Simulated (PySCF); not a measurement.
Molecule: `CC1C=CC=C1`, C₆H₈.

Bonds (- single, = double, # triple, : aromatic): C1-C2 1.529 Å, C2-C3 1.501 Å, C3=C4 1.349 Å, C4-C5 1.465 Å, C5=C6 1.349 Å, C6-C2 1.501 Å. C1 carries H7, H8, H9; C2 carries H10; C3 carries H11; C4 carries H12; C5 carries H13; C6 carries H14.

Geometry PBE0-D3(BJ)/def2-SVP throughout; GIAO in PySCF 2.14.0 with density-fitted response routines, gas phase, one conformer, non-relativistic; equivalent atoms averaged; functional PBE0.

Q: How do the shifts δ (against TMS at the same level) depend on the basis set? (ppm; last column core-seconds on shared hosts with different chips, so compare them loosely)

A: 
| basis set | functions | C3/C6 | C4/C5 | C2 | C1 | H12/H13 | H11/H14 | H10 | H7/H8/H9 | core-s |
| --- | --- | --- | --- | --- | --- | --- | --- | --- | --- | --- |
| STO-3G | 38 | 120.6 | 115.8 | 45.3 | 19.7 | 5.98 | 5.95 | 2.24 | 0.91 | 2.3 |
| 6-31G | 70 | 138.9 | 129.7 | 49.1 | 15.2 | 6.59 | 6.65 | 3.11 | 1.28 | 4.3 |
| 6-31G* | 100 | 135.1 | 126.8 | 46.5 | 14.5 | 6.34 | 6.39 | 2.95 | 1.10 | 6.3 |
| def2-SVP | 124 | 140.9 | 131.0 | 47.7 | 14.3 | 6.32 | 6.39 | 2.93 | 0.99 | 7.9 |
| pcSseg-1 | 142 | 149.2 | 139.0 | 51.4 | 15.2 | 6.59 | 6.59 | 3.02 | 1.13 | 11 |
| 6-311+G(2d,p) | 210 | 147.2 | 136.6 | 51.5 | 14.4 | 6.73 | 6.67 | 3.15 | 1.09 | 17 |
| def2-TZVP | 234 | 148.7 | 137.9 | 52.7 | 15.0 | 6.73 | 6.72 | 3.11 | 1.09 | 22 |

Q: Which nucleus moves most, in ppm?

A: C3/C6 (alkene CH): from 120.6 ppm with STO-3G to 149.2 ppm with pcSseg-1. The smallest spread is 0.37 ppm, at H7/H8/H9. Proton shifts span only some 12 ppm, so a few tenths of a ppm matter as much there as several ppm in carbon.

Q: Taking the largest basis, def2-TZVP (234 functions), as the yardstick, rank the others by their worst heavy-atom deviation.

A: pcSseg-1 1.3 ppm (142 functions), 6-311+G(2d,p) 1.5 ppm (210 functions), def2-SVP 7.8 ppm (124 functions), 6-31G 9.8 ppm (70 functions), 6-31G* 13.6 ppm (100 functions), STO-3G 28.1 ppm (38 functions).

A small basis that lands close on one nucleus may do so by chance; judge by the trend and by all nuclei.
